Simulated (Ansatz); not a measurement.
# C2F: the cost of one run

Program: Ansatz 0.2.0, Gaussian basis. Level of theory: def2-QZVPP, core rule «outside noble gas», up to 3 orbitals frozen. These are calculated values, not measurements.

To be run: UHF; ROHF; CCSD(T) on UHF.

**1. The geometry**

The geometry is a PBE0/def2-TZVP stationary point (not a proven minimum) of the parent state, kept for this charge and spin.

3 atoms, charge 1, spin multiplicity 3.

Atoms are counted from 1 here; the program's logs count them from 0.

Bond lengths: C1–C2 1.444 Å, C2–F3 1.292 Å. Angles: C1–C2–F3 117.8°.

Geometry (Å):

```
C     0.00000   -0.23065    1.38243
C     0.00000    0.50398    0.13872
F     0.00000   -0.17280   -0.96166
```

**2. UHF**

Input file in.yaml:

```yaml
crystal:
  periodic: [false, false, false]
  atoms:
    - {symbol: C, position_ang: [0.000000, -0.230648, 1.382426]}
    - {symbol: C, position_ang: [0.000000, 0.503978, 0.138719]}
    - {symbol: F, position_ang: [0.000000, -0.172798, -0.961661]}
basis:
  gaussian: {orbitals: "def2-QZVPP.json"}
total_charge: 1
magnetization: {spin_polarized: true, initial_magnetization: 2}
hamiltonian: {xc: hf}
output: {orbitals: {seedname: orbitals}}
```

Run with:

```sh
ansatz run in.yaml --threads 1 --pin off --events-out ev --progress --plain --max-ram 2393MiB
```

What time and memory should one allow on 1 thread of Arm Neoverse V1, shared host?

About 8 s, with a peak of 0.31 GiB.
